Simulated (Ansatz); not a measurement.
Ideal-gas functions of `OC1(O)SS1` at 600 K and 1 bar, from an Ansatz frequency run at PBE0-D4/def2-TZVP.

Molar mass 110.16 g/mol, point group C1 (symmetry number 1), electronic degeneracy 1, moments of inertia 114.817, 163.947, 191.743 u Å². Harmonic wavenumbers (cm⁻¹, unscaled): 229, 271, 355, 398, 406, 433, 548, 653, 710, 1075, 1172, 1330, 1409, 3811, 3839.

Use S(trans) = R[1.5 ln M + 2.5 ln T − 1.1517]; rotational temperatures θ = 24.2544 K / I; S(rot) = R[ln(√π/σ · √(T³/θAθBθC)) + 1.5]; for each mode x = 1.438777 ν̃/T, S = R[x/(eˣ − 1) − ln(1 − e⁻ˣ)] and H = RT x/(eˣ − 1); 1 cm⁻¹ = 0.0119627 kJ/mol; R = 8.31446 J/(mol·K).

Q: By hand: the entropy, in J/(mol·K).

A: Translation 182.0. Rotation: θ = 0.2112, 0.1479, 0.1265 K, giving 120.0. Vibration, mode by mode: 13.40, 12.04, 9.90, 9.01, 8.86, 8.37, 6.62, 5.39, 4.83, 2.42, 2.01, 1.49, 1.28, 0.01, 0.01, in all 85.6. Electronic 0.0. Sum 387.6 J/(mol·K).

Q: By hand: H − E and G − E in kJ/mol, counted from the electronic energy.

A: Zero-point energy ½ × 16639 × 0.0119627 = 99.5; thermal vibration 28.8; translation, rotation and pV give 4 RT = 20.0. H − E = 148.3 kJ/mol, and G − E = 148.3 − 600 × 387.6/1000 = -84.3 kJ/mol.

Vibration gives 22 % of the entropy. The sum counts one conformer and one mirror image; others add a mixing term.
